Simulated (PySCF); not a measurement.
# Orbital picture of LiH

PBE0 at R = 1.597 Å; Li def2-TZVP, H def2-TZVP; no relativity (PySCF 2.14). State: triplet, unpaired electrons σ ↑↑, a second solution, started from another occupation. Only the outer orbitals are listed, counted within each symmetry.

| spin | orbital | occ. | ε (eV) | on Li (%) | main shells (%) |
| --- | --- | --- | --- | --- | --- |
| α | 1σ | 1 | -56.05 | 100 | 100 Li s |
| α | 2σ | 1 | -12.39 | 8 | 92 H s |
| α | 3σ | 1 | -3.16 | 103 | 91 Li s, 12 Li p |
| α | 1π | 0 | -0.72 | 100 | 100 Li p |
| α | 1π | 0 | -0.72 | 100 | 100 Li p |
| β | 1σ | 1 | -55.74 | 100 | 100 Li s |
| β | 2σ | 0 | -0.64 | 105 | 86 Li s, 20 Li p |

Problem. Which are the highest filled and the lowest empty level, where do they sit, and how wide is the gap?

Solution. Highest filled α 3σ at -3.16 eV (in %: 91 Li s, 12 Li p); lowest empty α 1π at -0.72 eV (in %: 100 Li p); the gap at PBE0 is 2.44 eV.

The bond order (Mayer) is 0.05. The ⟨S²⟩ is 2.000. The charge on Li (Mulliken, basis-dependent) is -0.11, the charge on Li (Löwdin, basis-dependent) is -0.13 and the dipole moment (positive dipole means Li(−)H(+)) is 3.89 D.

Shares are Mulliken populations and can fall outside 0 to 100 %.
